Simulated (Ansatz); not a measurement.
We consider bcc Na, described by PBEsol in Ansatz (PAW).

Run with plane-wave cutoff 520 eV, 18×18×18 k mesh, Fermi–Dirac smearing 0.05 eV, scalar-relativistic PAW data made under PBE.

Equation-of-state points:

| V (Å³/atom) | E − E_lowest (meV/atom) | P (GPa) |
|---|---|---|
| 34.119 | 3.48 | 0.541 |
| 34.845 | 1.48 | 0.342 |
| 35.571 | 0.35 | 0.161 |
| 36.297 | 0.00 | -0.004 |
| 37.023 | 0.36 | -0.154 |
| 37.749 | 1.37 | -0.291 |
| 38.475 | 2.98 | -0.415 |

### Question
Estimate the bulk modulus from the pressures at 35.571 and 37.023 Å³/atom, and compare it with a fit to all energies.

### Answer
B = −V dP/dV. Between V = 35.571 and 37.023 Å³/atom, dP/dV = (-0.154 − (0.161))/(37.023 − 35.571) = -0.217 GPa per Å³/atom; at the midpoint 36.297 Å³/atom this gives B ≈ 7.87 GPa. The third-order Birch–Murnaghan fit gives V0 = 36.279 Å³/atom, B0 = 7.88 GPa, B′ = 3.7, which lies within 1 % of that estimate.

Measured, for comparison: bulk modulus 7.9 GPa (0 K value with the zero-point phonon effect removed, our sources range from 7.63 to 7.91; as tabulated in Mejia-Rodriguez and Trickey (2018), arXiv:1807.09216); equilibrium volume per atom 37.42 Å³/atom (static lattice: zero-point anharmonic expansion removed; as tabulated in Mejia-Rodriguez and Trickey (2018), arXiv:1807.09216). Computed (rounded) less measured: bulk modulus -0.3 % (inside the range of the sources held), equilibrium volume per atom -3.0 %.

Computed values are for the static lattice.

Ansatz is a program for electronic structure.
